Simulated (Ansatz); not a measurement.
Cs2AgBiBr6 (Fm-3m, No. 225)

All values below come from PBE-D3(BJ) (plane waves, PAW; Ansatz, a program for electronic structure).

Numerical settings: plane-wave cutoff 520 eV, 6×6×6 k mesh, Fermi–Dirac smearing 0.01 eV, no spin polarisation, scalar-relativistic PAW data made under PBE.

Cell (relaxed at this level):

AgBiCs2Br6 is modelled in the cubic space group Fm-3m (No. 225), Pearson symbol cF40. Conventional cell: a = b = c = 11.305 Å, α = β = γ = 90.00°. Bi on 4a is surrounded by 6 Br at 2.857 Å (octahedral). Ag on 4b is coordinated by 6 Br at 2.795 Å (octahedral). Cs on 8c sees 12 Br at 3.997 Å (cuboctahedral). Br on 24e has 1 Ag at 2.795 Å and 1 Bi at 2.857 Å and 4 Cs at 3.997 Å (octahedral). (Neighbours: up to the widest gap in distance over summed covalent radii, below 1.35, at either atom; cation-cation and far metal-metal contacts left out.)
(The calculation used a cell of 10 atoms; values per cell refer to that cell.)

```json
{
 "lattice_parameter_a": "11.305 Å"
}
```

Spin–orbit coupling is not included; it can shift volumes and moduli of such heavy elements.

The computed numbers hold no vibrational or temperature effects.
